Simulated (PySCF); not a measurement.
## Basis and Hamiltonian dependence of the electron affinity of B

B⁻ [He] 2s2 2p2 (3P) → B [He] 2s2 2p1 (2P). Calculated with PySCF 2.14 from differences of total energies of unrestricted determinants, without spin-orbit coupling. Values in eV.

```
                                                               basis       Hamiltonian  functions     UHF  r2SCAN    PBE0  MP2 (valence)  CCSD(T) (valence)  CCSD(T) (valence and next inner shell)
                                                      aug-cc-pVDZ-DK     spin-free X2C         23  -0.302   0.577   0.467          0.142              0.170                                     n/a
                                                         aug-cc-pVDZ  non-relativistic         23  -0.300   0.578   0.468          0.144              0.171                                     n/a
                                                       aug-cc-pwCVDZ  non-relativistic         27  -0.298   0.580   0.467          0.147              0.172                                   0.175
                                                        ANO-RCC-VTZP     spin-free X2C         30  -0.834  -0.099  -0.206         -0.433             -0.454                                  -0.441
                                                         def2-TZVPPD  non-relativistic         37  -0.452   0.332   0.220          0.000             -0.004                                   0.003
                                                         aug-cc-pVTZ  non-relativistic         46  -0.305   0.584   0.472          0.208              0.229                                     n/a
                                                      aug-cc-pVTZ-DK     spin-free X2C         46  -0.307   0.583   0.471          0.206              0.228                                     n/a
                                                       aug-cc-pwCVTZ  non-relativistic         59  -0.305   0.581   0.470          0.208              0.230                                   0.235
                                                         def2-QZVPPD  non-relativistic         63  -0.373   0.437   0.327          0.117              0.119                                   0.127
                                                          dyall-av3z     spin-free X2C         71  -0.305   0.603   0.488          0.208              0.235                                     n/a
aug-cc-pCVTZ-DK with one added diffuse shell each of s, p, d, f type     spin-free X2C         75  -0.305   0.640   0.506          0.211              0.239                                   0.241
                                                         aug-cc-pVQZ  non-relativistic         80  -0.305   0.585   0.477          0.225              0.243                                     n/a
 aug-cc-pVQZ with one added diffuse shell each of s, p, d, f, g type  non-relativistic        105  -0.304   0.640   0.508          0.228                n/a                                     n/a
                                                         aug-cc-pV5Z  non-relativistic        127  -0.304   0.594   0.484          0.233              0.250                                     n/a
```

Extrapolation of CCSD(T) (valence) from aug-cc-pVQZ and aug-cc-pV5Z: the correlation parts are 0.548 and 0.554 eV; with the X⁻³ form and unrounded values, (5³ × 0.554 − 4³ × 0.548)/(5³ − 4³) = 0.560 eV, and adding the Hartree-Fock value -0.304 eV of the larger basis gives 0.256 eV.

Frozen in the all-electron rows: valence: 1s2; valence and next inner shell: nothing.

At UHF, ANO-RCC-VTZP lies more than 0.3 eV from the median of the rows with comparable relativity. Of these, ANO-RCC-VTZP has no diffuse functions of the l that the added or promoted electron needs.

In most of these bases the highest occupied level of the anion is positive at r2SCAN, PBE0, so the basis helps to hold the electron.

Reference for a calculation without spin-orbit coupling: 0.280 eV (measured; photodetachment measurements, as compiled on the Wikipedia data page of electron affinities).
